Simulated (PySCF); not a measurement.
C2H4O2, SMILES C(C)(O)=O. Heavy atoms are numbered as in [CH3:1][C:2]([OH:3])=[O:4]. Hydrogens are named by the atom that carries them.

Geometry: PBE0-D3(BJ)/def2-SVP. One conformer was computed; it need not be the lowest.

The numbers are results of PySCF with PBE0/pcSseg-1, not measurements.

GIAO shieldings, no solvent; atoms alike by connectivity are averaged. δ = σ(ref) − σ: ¹³C against TMS (σ = 186.3 ppm); ¹⁷O against H2O (σ = 334.2 ppm); ¹H against TMS (σ = 31.56 ppm), references at their B3LYP-D3(BJ)/def2-TZVP geometries, non-relativistic.

### Question
Estimate the chemical shifts. (An estimate is asked for; the answer gives what the named calculation found.)

### Answer

| nucleus | atoms | count | δ (ppm) |
|---|---|---|---|
| ¹³C | C2 | 1 | 175.3 |
| ¹³C | C1 (CH3) | 1 | 22.0 |
| ¹⁷O | O4 | 1 | 453.8 |
| ¹⁷O | O3 (OH) | 1 | 214.8 |
| ¹H | H on O3 | 1 | 5.84 |
| ¹H | H on C1 | 3 | 2.29 |
